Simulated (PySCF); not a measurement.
The first ionisation energy along the second row

All values are computed (PySCF 2.14, energy differences of UHF-based or UKS calculations, no spin-orbit coupling). Values in eV. The last column holds reference values (NIST; (s) semi-empirical, (t) theoretical, else measured). Unmarked ones compare directly (S terms, centres of terms, or small fine structure); those marked * lie between the lowest fine-structure levels and include a spin-orbit shift.

```tsv
element	configurations	UHF	MP2 (valence)	SCS-MP2 (valence)	PBE	PBE0	r2SCAN	reference
Li (aug-cc-pV5Z, non-relativistic)	[He] 2s1 → 1s2	5.343	n/a	n/a	5.586	5.569	5.389	5.392
Be (aug-cc-pV5Z, non-relativistic)	[He] 2s2 → [He] 2s1	8.043	8.858	9.021	8.996	8.971	8.790	9.323
B (aug-cc-pV5Z, non-relativistic)	[He] 2s2 2p1 → [He] 2s2	8.043	8.305	8.275	8.675	8.648	8.772	8.297
C (aug-cc-pV5Z, non-relativistic)	[He] 2s2 2p2 → [He] 2s2 2p1	10.800	11.298	11.163	11.541	11.514	11.668	11.262
N (aug-cc-pV5Z, non-relativistic)	[He] 2s2 2p3 → [He] 2s2 2p2	13.894	14.633	14.366	14.730	14.701	14.805	14.545
O (aug-cc-pV5Z, non-relativistic)	[He] 2s2 2p4 → [He] 2s2 2p3	12.024	13.483	13.623	14.061	13.847	13.715	13.608
F (aug-cc-pV5Z, non-relativistic)	[He] 2s2 2p5 → [He] 2s2 2p4	15.651	17.438	17.454	17.653	17.442	17.536	17.427
Ne (aug-cc-pV5Z, non-relativistic)	[Ne] → [He] 2s2 2p5	19.657	21.772	21.642	21.654	21.444	21.479	21.597
```

| method | elements | mean error (eV) | mean absolute error (eV) | largest error (eV) |
| --- | --- | --- | --- | --- |
| UHF | 8 | -0.999 | 0.999 | -1.940 |
| MP2 (valence) | 7 | -0.039 | 0.130 | -0.464 |
| SCS-MP2 (valence) | 7 | -0.073 | 0.098 | -0.301 |
| PBE | 8 | 0.181 | 0.262 | 0.453 |
| PBE0 | 8 | 0.086 | 0.212 | -0.352 |
| r2SCAN | 8 | 0.088 | 0.251 | -0.532 |

Errors include the incompleteness of the basis and the frozen core.

"Valence" correlates the outer s and p shells and, in groups 3 to 12 and the f block, the outer d or f shell, open or full, or the next shell where the ion has no valence electron left; the wider scheme adds the next inner shell.
